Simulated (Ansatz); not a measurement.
`[BH2][AlH2]` and `[AlH2][BH]Cl` differ in one atom or group.

Ansatz, PBE0-D4/def2-TZVP geometries, multiplicity 1. 

```
                                          property  `[BH2][AlH2]`
  size of the dipole moment (B3LYP/def2-TZVPP) / D           0.41
               HOMO–LUMO gap (PBE/def2-TZVPP) / eV           2.99
size of the dipole moment (ωB97M-V/def2-TZVPP) / D           0.43
                LUMO energy (PBE0/def2-TZVPP) / eV          -2.35
             HOMO–LUMO gap (B3LYP/def2-TZVPP) / eV           4.80
             LUMO energy (ωB97M-V/def2-TZVPP) / eV          -0.39
```

(1) Give the same properties after the change, and the shifts. (An estimate is asked.)

Answers

(1) Ansatz gave: 
```tsv
property	`[AlH2][BH]Cl`	shift
size of the dipole moment (B3LYP/def2-TZVPP) / D	0.62	0.21
HOMO–LUMO gap (PBE/def2-TZVPP) / eV	3.00	0.01
size of the dipole moment (ωB97M-V/def2-TZVPP) / D	0.63	0.20
LUMO energy (PBE0/def2-TZVPP) / eV	-2.16	0.19
HOMO–LUMO gap (B3LYP/def2-TZVPP) / eV	4.79	-0.01
LUMO energy (ωB97M-V/def2-TZVPP) / eV	-0.16	0.23
```

Dipoles are sizes alone; their direction can turn.

B3LYP here is the variant with VWN-RPA as its local correlation; programs differ in this.
